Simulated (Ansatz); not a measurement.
**CH₂N₂: small, medium and large basis sets**

One table from this session's results is given with a row withheld; the runs are named, their logs left out.

Program: Ansatz 0.2.0, Gaussian basis. Level of theory: one geometry, several basis sets. These are calculated values, not measurements.

Plan: PBE0-D4/def2-SVP; ωB97M-V/def2-SVP; PBE0-D4/def2-QZVPP; ωB97M-V/def2-QZVPP; CCSD(T)/cc-pV(D+d)Z; CCSD(T)/cc-pV(T+d)Z; CCSD(T)/cc-pV(Q+d)Z; the functionals' def2-TZVPP values are taken from earlier runs.

### Structure used throughout

All runs share one geometry, relaxed beforehand with PBE0-D4 in a triple-zeta def2 set.

SMILES `N#CN`, 5 atoms, charge 0, spin multiplicity 1.

Atoms are counted from 1 here; the program's logs count them from 0.

Bond lengths: N1–C2 1.154 Å, C2–N3 1.335 Å, N3–H4 1.009 Å, N3–H5 1.009 Å. Angles: N1–C2–N3 177.4°, C2–N3–H4 115.2°, C2–N3–H5 115.2°, H4–N3–H5 113.6°.

Set-up of the first run:

The input, in.yaml:

```yaml
crystal:
  periodic: [false, false, false]
  atoms:
    - {symbol: N, position_ang: [0.456484, -1.285643, 1.337247]}
    - {symbol: C, position_ang: [0.226273, -0.538662, 0.488084]}
    - {symbol: N, position_ang: [0.002624, 0.299221, -0.526994]}
    - {symbol: H, position_ang: [-0.889172, 0.190793, -0.985534]}
    - {symbol: H, position_ang: [0.253692, 1.260691, -0.354203]}
basis:
  gaussian: {orbitals: def2-SVP}
hamiltonian: {xc: pbe0, dispersion: d4}
output: {orbitals: {seedname: orbitals}}
```

The run is started by

```sh
$ ansatz run in.yaml --threads 2 --pin off --events-out ev --progress --plain --max-ram 4352MiB
```

Steps of the session up to this table: PBE0-D4 in def2-SVP; ωB97M-V in def2-SVP; PBE0-D4 in def2-QZVPP; ωB97M-V in def2-QZVPP.

One of the session's tables, all rows but one given; the rest of the session is left out.

It belongs to the step «Functionals by basis». 

| functional | basis | HOMO (eV) | LUMO (eV) |
| --- | --- | --- | --- |
| PBE0-D4 | def2-SVP | ? | ? |
| PBE0-D4 | def2-TZVPP | -8.02 | 0.16 |
| PBE0-D4 | def2-QZVPP | -8.06 | -0.18 |
| ωB97M-V | def2-SVP | -10.08 | 2.56 |
| ωB97M-V | def2-TZVPP | -10.32 | 1.56 |
| ωB97M-V | def2-QZVPP | -10.36 | 1.00 |

**Question.** Estimate the row for PBE0-D4, def2-SVP.

The run gave: HOMO (eV): -7.81; LUMO (eV): 0.92. In the column «HOMO (eV)» it is the highest.
